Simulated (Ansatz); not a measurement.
**InH4⁻, triplet: reading a ladder of total energies**

All five atoms lie in one plane.

Geometry: a PBE0/def2-TZVPD stationary point for this spin, not checked as a minimum. The singlet lies 1.2 eV lower here.

```yaml
atoms:
  - { symbol: In, position_ang: [0.0000, 0.0000, 0.0000] }
  - { symbol: H, position_ang: [1.2631, 0.0000, 1.2631] }
  - { symbol: H, position_ang: [-1.2631, 0.0000, 1.2631] }
  - { symbol: H, position_ang: [-1.2631, 0.0000, -1.2631] }
  - { symbol: H, position_ang: [1.2631, 0.0000, -1.2631] }
```

Basis def2-TZVPD with its core potentials; Ansatz 0.2.0. Only valence electrons are correlated (noble-gas cores and the filled d shells of p-block atoms frozen), which leaves 8 electrons in 83 orbitals. Prefix R: restricted or restricted open-shell reference; prefix U: unrestricted. No spin–orbit coupling is included; scalar relativity enters through the core potentials alone.

Full CI isn't at hand for all of this; UCCSDT(Q) serves as the reference, and is uncertain by about the last step of the cluster series.

Runs differ by some tens of microhartree through their thresholds and, for an open shell, their frozen cores, so steps under 0.03 kcal/mol mean nothing.

| level | total energy (hartree) |
| --- | --- |
| UHF | -191.363583 |
| UMP2 | -191.477253 |
| UCCSD | -191.509349 |
| UCCSD(T) | -191.514414 |
| UCCSDT | -191.515792 |
| UCCSDT(Q) | -191.516005 |

Task: What is the correlation energy at UCCSDT(Q), and what share of it do UMP2 and UCCSD recover?

Result: E(corr) = -191.516005 − (-191.363583) = -0.152422 hartree = -4.148 eV. UMP2: -0.113670 / -0.152422 = 74.58 %. UCCSD: -0.145766 / -0.152422 = 95.63 %.

Task: By how many kcal/mol does UCCSD(T) miss UCCSDT(Q) (1 hartree = 627.509 kcal/mol), and which steps make up the rest?

Result: -191.514414 − (-191.516005) = 0.001591 hartree = 1.00 kcal/mol. Steps: UCCSDT − UCCSD(T) = -0.86, UCCSDT(Q) − UCCSDT = -0.13 kcal/mol. Differences between like states or geometries often cancel part of this.
